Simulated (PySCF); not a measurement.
Below is a simulated gas-phase P 2p photoelectron spectrum of `[PH3+][BH2-]C`.

Every computed line was given a Gaussian of 0.4 eV full width at half maximum and an area set by the number of equivalent atoms (split 2:1 within a doublet); the highest printed point is 100. Computed with PySCF 2.14.0, delta-SCF UKS SCAN, pcX-2 on the ionised atom, pcseg-1 elsewhere, spin-free X2C.

binding energy (eV), intensity and a bar:
```
    137.6          1 
    137.7          3 #
    137.8         13 ####
    137.9         36 ###########
    138.0         72 ######################
    138.1        100 ##############################
    138.2         98 ##############################
    138.3         69 #####################
    138.4         34 ##########
    138.5         12 ####
    138.6          5 #
    138.7          8 ##
    138.8         19 ######
    138.9         37 ###########
    139.0         51 ###############
    139.1         49 ###############
    139.2         33 ##########
    139.3         16 #####
    139.4          5 ##
    139.5          1 
    139.6          0
```

Q: How many maxima does the curve show, and how many computed lines lie under it?

A: The curve has 2 maxima (at 138.1 and 139.0 eV). Under it lie 2 lines from 1 inequivalent phosphorus site, drawn as a 2p3/2, 2p1/2 pair.

Q: Decompose the envelope and assign each component. Numbering: `[CH3:1][BH2-:2][PH3+:3]`.

A: 
```json
{"position (eV)": "138.15", "relative area": "0.67", "line": "P 2p3/2", "atoms": "P3", "environment": "phosphorus bonded to B and 3 H"}
{"position (eV)": "139.04", "relative area": "0.33", "line": "P 2p1/2", "atoms": "P3", "environment": "phosphorus bonded to B and 3 H"}
```

Q: What are the centre and the root-mean-square width of the whole band?

A: The area-weighted mean of the lines is 138.44 eV. Their own spread about it is 0.42 eV (rms) and each Gaussian has σ = 0.4/2.355 = 0.17 eV; the variances add, which gives 0.45 eV.

No satellites, vibrations or lifetime broadening are included. For 2p shells one spin-free hole was relaxed; a mean-field spin–orbit operator and the ground-state splitting of the three 2p orbitals were then diagonalised within the shell. The shell's mean is (2 × 2p3/2 + 2p1/2)/3, and the degeneracies 2j + 1 give areas of 2:1. 2p1/2 minus 2p3/2 (ligand field included): P 0.89 eV. Geometry: PBE0-D3(BJ)/def2-SVP; no solvent, vibrations or thermal averaging.
